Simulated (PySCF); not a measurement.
CH2, SMILES [CH2] (connectivity only; charge and spin as stated), neutral, multiplicity 1. Atoms are numbered in the order given.

```xyz
3

C      0.0000     0.0000     0.1748
H      0.0000    -0.8622    -0.5245
H      0.0000     0.8622    -0.5245
```

Geometry optimised at B3LYP-D3(BJ)/def2-TZVPD. The isomer is the one that the SMILES or the coordinates give; other isomers of the formula were not compared.

Method: PBE0/def2-TZVPD (PySCF).

Symmetry labels are those of the subgroup C2v that the program uses (full group C2v).

Computed valence orbital energies around the gap with their symmetry:
```json
[
 {"orbital": "HOMO−3", "symmetry": "A1", "energy (eV)": "-280.24"},
 {"orbital": "HOMO−2", "symmetry": "A1", "energy (eV)": "-18.84"},
 {"orbital": "HOMO−1", "symmetry": "B2", "energy (eV)": "-11.54"},
 {"orbital": "HOMO", "symmetry": "A1", "energy (eV)": "-7.33"},
 {"orbital": "LUMO", "symmetry": "B1", "energy (eV)": "-3.57"},
 {"orbital": "LUMO+1", "symmetry": "A1", "energy (eV)": "0.55"},
 {"orbital": "LUMO+2", "symmetry": "B2", "energy (eV)": "2.54"},
 {"orbital": "LUMO+3", "symmetry": "A1", "energy (eV)": "3.30"}
]
```
